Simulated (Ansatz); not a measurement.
**B₆As: a prediction, then the measurements**

Level of theory: DFT r2SCAN, scalar-relativistic, plane waves, PAW in Ansatz 0.2.0.

Settings: cutoff 500 eV, Γ-centred mesh 6×6×6 on the computed 14-atom cell, Gaussian smearing of 0.02 eV; no spin polarisation.

Relaxed structure, symmetry kept:

```xyz
14
Lattice="3.0661 1.7702 3.9652 -3.0661 1.7702 3.9652 0.0000 -3.5405 3.9652" Properties=species:S:1:pos:R:3 pbc="T T T"
B     0.0000   -1.0970    1.4082
B    -0.9500    0.5485    1.4082
B     1.6833   -0.9718    7.5982
B     0.0000    1.9437    7.5982
B    -1.6833   -0.9718    7.5982
B     1.6833    0.9718    4.2974
B    -1.6833    0.9718    4.2974
B     0.0000   -1.9437    4.2974
B     0.9500   -0.5485   10.4874
B     0.0000    1.0970   10.4874
B    -0.9500   -0.5485   10.4874
B     0.9500    0.5485    1.4082
As    0.0000    0.0000    7.1416
As    0.0000    0.0000    4.7540
```

```json
{
 "Space group": "R-3m (No. 166)",
 "Volume per atom": "9.22 Å³",
 "Formation energy from the elements' standard states (uncorrected)": "-0.209 eV/atom",
 "Generalised Kohn–Sham band gap": "2.88 eV, indirect from T to L",
 "Löwdin character of the top 1 eV of the valence band": "B 2p 79 %, As 4p 15 %",
 "Löwdin character of the lowest 1 eV of the conduction band": "B 2p 48 %, As 4p 33 %, B 2s 8 %, unprojected 5 %",
 "Electron masses at the edge by Cartesian direction of the standard setting (m_e; degenerate bands sorted by energy; no spin-orbit coupling)": "x: 0.55; y: 0.41; z: 0.21",
 "Hole masses at the edge by Cartesian direction of the standard setting (m_e; degenerate bands sorted by energy; no spin-orbit coupling)": "x: 0.75; y: 0.75; z: 0.42",
 "Bulk modulus": "190 GPa",
 "Its pressure derivative": "3.7",
 "Electronic dielectric constant xx, yy, zz of the standard setting (independent particles)": "7.6, 7.6, 8.0"
}
```

**What was measured.**

From “Equation of state of boron subarsenide B12As2 to 47 GPa”, 2018, arxiv:1803.09494, for a powder of B6As: lattice constant a 6.1353 ± 0.0002 Å; lattice constant c 11.894 ± 0.0007 Å.

A measured lattice constant a of B6As is 6.1353 Å (powder; the paper above); the calculated 6.132 Å misses it by 0.0 %. A measured lattice constant c of B6As is 11.894 Å (powder; the paper above); the calculated 11.896 Å misses it by 0.0 %. The calculation is for 0 K without zero-point motion.

Cost: 12 runs of about 22 core-minutes in all, on Oxide Virtual Turin-like Processor (Zen 5) (shared hosts).